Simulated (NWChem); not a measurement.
# CH3O: a scaling law for UTPSSh

CH3O: 5 atoms, total charge 0, spin state doublet. SMILES: `C[O]`. Geometry: relaxed at PBE0-D4/def2-TZVP.

UTPSSh, energy, NWChem 7.3.0, on 1 thread of Intel Xeon Platinum 8559C (Emerald Rapids), shared host. N is the number of basis functions, t the processor time.

```
            basis    N  t (s)   ln N   ln t
         6-31G(d)   34    4.7  3.526  1.548
     6-311+G(d,p)   62    9.8  4.127  2.282
  6-311++G(2d,2p)   84     15  4.431  2.708
6-311++G(3df,3pd)  132      ?  4.883      ?
```

Problem. Fit t = C·Nᵖ to the known rows and estimate the time in 6-311++G(3df,3pd).

Solution. 
1. Means of the 3 rows: ln N = 4.02800, ln t = 2.1793.
2. Σ(Δln N)² = 0.42421, Σ(Δln N·Δln t) = 0.54015, so the slope is 0.54015/0.42421 = 1.2733.
3. Intercept: 2.1793 − (1.2733) × 4.02800 = -2.9496. The largest residual of the fit is 0.023.
4. ln t = -2.9496 + 1.2733 × 4.883, so t ≈ 26 s.

The run took 40 s, so the estimate is too short by a factor of about 1.5. The fitted power is 1.3, with the electron count fixed. So low a power shows that fixed costs still weigh. Fixed start-up costs flatten the line at the short runs, so it runs low for the long one.
